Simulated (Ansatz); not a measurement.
We consider fcc Ni, described by revPBE in Ansatz (plane waves, PAW).

Settings: plane-wave cutoff 520 eV, 26×26×26 k mesh, Fermi–Dirac smearing 0.05 eV, spin-polarised with parallel moments, scalar-relativistic PAW data made under PBE.

Pressure at four volumes; x = ln(V/11.123 Å³). One pressure is withheld.

```
V (Å³/atom)        x  P (GPa)
-----------  -------  -------
10.456       -0.0618        ?
10.679       -0.0407     8.28
11.123        0.0000    -0.01
11.791        0.0583    -9.32
```

Problem. Pass a parabola P(x) through the three rows shown, estimate the bulk modulus and its pressure derivative near zero pressure, and predict the withheld pressure.

Solution. Slopes between the rows: (-0.01 − (8.28))/(0.0000 − (-0.0407)) = -203.69 and (-9.32 − (-0.01))/(0.0583 − (0.0000)) = -159.69 GPa. Their difference over the span 0.0990 is c = 44.00/0.0990 = 444.4 GPa, so P(x) = 8.28 + (-203.69)(x − (-0.0407)) + 444.4 (x − (-0.0407))(x − (0.0000)). At the middle row B = −dP/dx = −[-203.69 + 444.4 × 0.0407] = 185.6 GPa, and B′ = dB/dP = 2c/B = 4.8. At x = -0.0618 the parabola gives 13.16 GPa; the run gives 13.21 GPa. The Birch–Murnaghan fit to the energies at all volumes has B0 = 184 GPa and B′ = 4.8.

Measured, for comparison: bulk modulus 192 GPa (0 K value with the zero-point phonon effect removed, our sources range from 186 to 195; as tabulated in Mejia-Rodriguez and Trickey (2018), arXiv:1807.09216). Computed (rounded) less measured: bulk modulus -4 % (-1 % to -6 % over the range).

Ansatz is a quantum-chemistry and plane-wave program.
